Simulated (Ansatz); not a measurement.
Pt interstitial in Pt

Method: DFT PBEsol, scalar-relativistic, plane waves, PAW (Ansatz). Settings: 420 eV cutoff, 4×4×4 k-mesh, Gaussian smearing of 0.10 eV, no spin polarisation.

Host crystal, relaxed:

```xyz
1
Lattice="0.0000 1.9590 1.9590 1.9590 0.0000 1.9590 1.9590 1.9590 0.0000" Properties=species:S:1:pos:R:3 pbc="T T T"
Pt    0.0000    0.0000    0.0000
```

Supercell of 27 atoms, rows in host cell vectors: 0 -3 3; 0 0 3; -3 0 3. Atoms relax at the host's cell from a start displaced at random by 0.06 Å near the defect, so other minima may exist. The cell is small, so energies carry finite-size errors of tenths of an eV. The host is a metal. Atoms are taken from and returned to the elements' standard states.

Spin-orbit coupling is left out, which matters for the bands and energies of heavy elements.

Defect: Pt interstitial at (0.500, 0.500, 0.500) of the host cell.

Problem. What is the formation energy of the neutral defect?

Solution. 8.65 eV.

Problem. Does the neutral defect carry a moment, and how do its surroundings relax?

Solution. The neutral run had no spin polarisation, so a moment wasn't tested. The nearest neighbours before are 6 Pt at 1.96 Å; after relaxation the atoms near the site are 6 Pt at 2.34 Å; the largest move is 0.38 Å.

Cost: 2 runs of about 72 core-minutes in all, on Intel Xeon Processor @ 2.70GHz (shared hosts).